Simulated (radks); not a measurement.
# Valence configurations of Si³⁺

One table from this session's results is given with a row withheld; the runs are named, their logs left out.

Method: scalar-relativistic Kohn-Sham, r2SCAN, spin-polarised, spherical densities, finite nucleus; open shells are filled with parallel spins first. Code: radks (a radial shooting solver on a logarithmic mesh, Libxc functionals) version 1.

### The system

* element: silicon (Z = 14)
* charge: +3
* electrons: 11
* configuration: [Ne] 3s1
* nuclear rms radius: 3.1224 fm
* others tried: 3p1; 3s0.5 3p0.5

The outer shells:

Si³⁺
```
[Ne] core
3s [↑ ]
```

Set-up of the first run:

Settings of this run:

```text
Z 14
configuration [Ne] 3s1
relativity scalar-relativistic
functional r2scan,r2scan
spin polarised
nucleus finite rms 3.1224 fm
c 137.035999084
```

Among the steps run: [Ne] 3s1.

One table of the session follows, with a row left open; its other results are not shown here.

It belongs to the step «[Ne] 3s1». Radial moments (bohr):

| level | <r> | outermost maximum (interpolated) | 90 % within | nodes |
| --- | --- | --- | --- | --- |
| 1s up | 0.1113 | 0.0726 | 0.199 | 0 |
| 1s down | 0.1113 | 0.0726 | 0.199 | 0 |
| 2s up | ? | ? | ? | ? |
| 2s down | 0.5642 | 0.453 | 0.888 | 1 |
| 2p up | 0.5335 | 0.388 | 0.894 | 0 |
| 2p down | 0.5325 | 0.388 | 0.892 | 0 |
| 3s up | 1.847 | 1.63 | 2.72 | 2 |

Estimate the missing values for 2s up.

As computed: <r>: 0.5638; outermost maximum (interpolated): 0.453; 90 % within: 0.887; nodes: 1. In the column «<r>» it lies between 2p up (0.5335) and 2s down (0.5642).
